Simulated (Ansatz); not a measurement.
Two shapes of doublet CH3BO(+).

Shape 1:

```xyz
6

B    -0.1431    0.5325    1.2725
C     0.0239   -0.0879   -0.2128
O     0.1448   -0.5001   -1.2280
H     0.4293    1.5975    1.1788
H    -1.3446    0.6092    1.4128
H     0.4060   -0.2824    1.9821
```

Shape 2:

```xyz
6

B     0.5830    0.8581    0.8424
C    -0.0797   -0.1173   -0.1152
O    -0.5735   -0.8441   -0.8287
H     1.7590    0.5319    0.8483
H     0.3774    1.9569    0.3528
H     0.0147    0.6774    1.9072
```

Basis set: def2-SVP (spherical functions). Charge 1, multiplicity 2.

Computed with Ansatz (development build ahead of 0.2.0); each method stands on the lowest determinant of its kind that the runs found.

(1) Which shape is lower in energy, and by how much in each method?

Results:

(1)

```
             method  E(2) − E(1) (eV)
                UHF             0.206
PBE0 (unrestricted)            -0.028
```

The methods disagree on the order. Caution: the determinant breaks the point group.
